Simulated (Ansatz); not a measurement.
**SiN₂H₆: small, medium and large basis sets**

Aim: see how fast density functionals converge with the basis set for SiN₂H₆.

Program: Ansatz 0.2.0, Gaussian basis. Level of theory: one geometry, several basis sets. These are calculated values, not measurements.

Levels to be run: PBE0-D4/def2-SVP; ωB97M-V/def2-SVP; PBE0-D4/def2-QZVPP; ωB97M-V/def2-QZVPP; the functionals' def2-TZVPP values are taken from earlier runs.

1 further run of the same task is left out (it didn't finish).

## Step 1: The relaxed structure

An earlier PBE0-D4 in a triple-zeta def2 set relaxation fixed the geometry.

SMILES `NN[SiH3]`, 9 atoms, charge 0, spin multiplicity 1.

Atoms are counted from 1 here; the program's logs count them from 0.

Bond lengths: N1–N2 1.407 Å, N1–H4 1.014 Å, N1–H5 1.013 Å, N2–Si3 1.714 Å, N2–H6 1.005 Å, Si3–H7 1.494 Å, Si3–H8 1.491 Å, Si3–H9 1.486 Å. Angles: N2–N1–H4 110.8°, N2–N1–H5 110.1°, H4–N1–H5 108.5°, N1–N2–Si3 123.5°, N1–N2–H6 112.1°, Si3–N2–H6 123.5°, N2–Si3–H7 112.3°, N2–Si3–H8 110.9°, N2–Si3–H9 107.1°, H7–Si3–H8 106.4°, H7–Si3–H9 109.8°, H8–Si3–H9 110.4°.

## Step 2: PBE0-D4 in def2-SVP

File in.yaml:

```yaml
crystal:
  periodic: [false, false, false]
  atoms:
    - {symbol: N, position_ang: [-0.558798, 0.925039, -1.203119]}
    - {symbol: N, position_ang: [-0.285456, 0.708205, 0.159691]}
    - {symbol: Si, position_ang: [0.408446, -0.736644, 0.767485]}
    - {symbol: H, position_ang: [0.267926, 0.761311, -1.767474]}
    - {symbol: H, position_ang: [-1.290546, 0.297563, -1.515551]}
    - {symbol: H, position_ang: [-0.377522, 1.549257, 0.701780]}
    - {symbol: H, position_ang: [1.729201, -1.040038, 0.139617]}
    - {symbol: H, position_ang: [-0.469783, -1.907347, 0.484548]}
    - {symbol: H, position_ang: [0.576533, -0.557346, 2.233034]}
basis:
  gaussian: {orbitals: def2-SVP}
hamiltonian: {xc: pbe0, dispersion: d4}
output: {orbitals: {seedname: orbitals}}
```

Further steps of the session: ωB97M-V in def2-SVP; PBE0-D4 in def2-QZVPP; ωB97M-V in def2-QZVPP.

**Question.** What will the summary of the whole plan be? Wanted: PBE0-D4: double and triple zeta above quadruple; ωB97M-V: double and triple zeta above quadruple.

The runs gave:

```
                                       quantity          value
PBE0-D4: double and triple zeta above quadruple  6.97, 0.47 eV
ωB97M-V: double and triple zeta above quadruple  7.12, 0.44 eV
```

For PBE0-D4 the step from double to triple zeta gains 6.51 eV and the next only 0.47 eV. Total energies overstate the basis error of differences, where much of it tends to cancel. The LUMO of ωB97M-V is positive and keeps falling with the basis (2.79 to 1.59 eV): an unbound level that the basis holds in place.
